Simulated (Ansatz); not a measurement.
Molecule: hydrogen sulfide, H2S, net charge 0, singlet state. SMILES: S
Structure (B3LYP-D3(BJ)/def2-TZVP (Ansatz, a program for electronic structure) minimum search):
```
S
H 1 1.3426
H 1 1.3426 2 92.55
```
Charge 0, spin multiplicity 1.

Computed values are from Ansatz. Valence correlation only, unless marked. Open shells are spin-unrestricted. No spin-orbit coupling. No relativistic terms. CBS(X,Y): correlation extrapolated as X^-3; Hartree-Fock from the larger set (for Q and 5 zeta extrapolated as (X+1)exp(-9√X)).

What is the atomisation energy De at CCSD(T)/CBS(cc-pV(Q+d)Z,cc-pV(5+d)Z)?

183.6 kcal/mol.

What is the T1 diagnostic at CCSD/cc-pV(5+d)Z?

0.010.

What is the total energy at CCSD(T)/CBS(cc-pV(Q+d)Z,cc-pV(5+d)Z)?

-398.9680 Eh.

What is the vertical ionisation energy (to the doublet) at CCSD(T)/CBS(aug-cc-pV(T+d)Z,aug-cc-pV(Q+d)Z)?

10.49 eV.

What is the dipole moment at CCSD(T)/aug-cc-pV(D+d)Z?

0.98 D.
